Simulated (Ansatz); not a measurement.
Z-matrix (Å, degrees):
```
C
Al 1 1.938
H 1 1.091 2 112.6
H 1 1.095 2 110.5 3 121.1
H 1 1.095 2 110.6 3 -121.2
Cl 2 2.105 1 119.4 3 0.3
H 2 1.579 1 124.6 3 -179.6
```

Charge 0, multiplicity 1.

(1) List the PBE0/def2-TZVPP orbital energies in eV (Ansatz). (Best estimate.)

Results:

(1) Ansatz gave: Occupied: -2766.92, -1528.31, -277.76, -258.78, -197.02, -196.96, -196.93, -114.15, -74.28, -74.11, -74.03, -22.43, -19.35, -11.89, -11.45, -11.38, -9.61, -9.40, -9.31, -8.21. Lowest empty: -1.13, 0.17, 0.99, 2.48, 2.69, 2.89, 3.07, 3.96.
